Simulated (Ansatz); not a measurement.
# BH6Si: the cost of one run

Method: UKS PBE0/def2-SVP, in Ansatz 0.2.0.

## (1) Starting point

Bond lengths: B1–H3 1.190 Å, B1–H4 1.190 Å, Si5–H6 1.460 Å, Si5–H7 1.460 Å, Si5–H8 1.460 Å. Angles: H3–B1–H4 120.0°, H6–Si5–H7 109.4°, H6–Si5–H8 109.4°, H7–Si5–H8 109.4°.

Structure file:

```xyz
8

B     0.0000    0.0000    0.0000
H     0.0000    0.0000    1.4400
H     1.0305    0.0000   -0.5950
H    -1.0305    0.0000   -0.5950
Si    0.0000    0.0000    3.2000
H    -0.7436   -1.1581    3.6874
H     1.3747   -0.0649    3.6874
H    -0.6311    1.2230    3.6874
```

## (2) Pulling towards end A

Springs on the bonds that form and break draw the guess towards this end; the thresholds are loose.

input.yaml

```yaml
crystal:
  periodic: [false, false, false]
  atoms:
    - { symbol: B, position_ang: [0.0, 0.0, 0.0] }
    - { symbol: H, position_ang: [0.0, 0.0, 1.44] }
    - { symbol: H, position_ang: [1.0305, 0.0, -0.595] }
    - { symbol: H, position_ang: [-1.0305, 0.0, -0.595] }
    - { symbol: Si, position_ang: [0.0, 0.0, 3.2] }
    - { symbol: H, position_ang: [-0.7436, -1.1581, 3.6874] }
    - { symbol: H, position_ang: [1.3747, -0.0649, 3.6874] }
    - { symbol: H, position_ang: [-0.6311, 1.223, 3.6874] }
magnetization:
  spin_polarized: true
  initial_magnetization: 1
basis:
  gaussian: { orbitals: def2-SVP }
hamiltonian:
  xc: pbe0
relax:
  f_tol: 0.15
  max_steps: 25
  restrain:
    - { distance: [1, 4], at: 2.66, k: 30.0 }
    - { distance: [0, 1], at: 1.19, k: 30.0 }
```

Command:

```
> ansatz run input.yaml --threads 1 --pin off --max-ram 2048MiB --backend cpu --events-out ev --progress --plain --runs-dir out
```

What time and memory should one allow on 1 thread of AMD EPYC 7R43 (Zen 3), shared host?

About 17 s, with a peak of 0.14 GiB.
